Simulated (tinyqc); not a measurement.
Inside a calculation. Method: UKS/PBE in the sto-6g basis, for CH2, spin multiplicity 3. One step of it, computed by the program tinyqc.

Question. Iteration 2: DIIS coefficients. Solve [B -1; -1 0][c; lambda] = [0; -1] for the coefficients, which sum to one.

B (overlaps of the stored error matrices):
```
[[1.2233096e-01, -2.0720867e-01],
 [-2.0720867e-01, 1.3751630e+00]]
```

Give: DIIS coefficients.

Answer.

DIIS coefficients: [0.8276, 0.1724]
